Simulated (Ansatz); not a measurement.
C$_{4}$H$_{10}$S, SMILES `CCCSC` from Hartree–Fock to CCSD(T)

```xyz
15

C    -0.929    0.596    1.642
C    -1.097    0.010    0.252
C    -0.284    0.727   -0.815
S     1.509    0.657   -0.613
C     1.807   -1.080   -0.959
H    -1.251    1.641    1.668
H    -1.522    0.046    2.377
H     0.117    0.564    1.954
H    -2.151    0.055   -0.045
H    -0.835   -1.053    0.259
H    -0.530    0.348   -1.811
H    -0.518    1.796   -0.813
H     1.430   -1.353   -1.946
H     2.889   -1.222   -0.948
H     1.367   -1.732   -0.203
```

Charge 0, multiplicity 1. The structure was optimised at the PBE0-D4/def2-TZVP level. It is one conformer, not always the lowest. Frozen core, restricted reference, the Gaussian-basis code of Ansatz. CBS rows extrapolate triple and quadruple zeta; past MP2 they add the triple-zeta difference.

```tsv
basis	HF (Eh)	MP2 corr.
def2-SVP	-554.58266	-0.71551
def2-TZVPP	-554.89495	-0.88888
def2-QZVPP	-554.91390	-0.94910
```

Task: Estimate the CCSD correlation energy and the (T) correction in each basis where they were run (hartree).

Result: 
```tsv
basis	CCSD corr.	(T)
def2-SVP	-0.78628	-0.02344
def2-TZVPP	-0.95092	-0.03908
CBS(def2)	-1.05575	as TZ
```
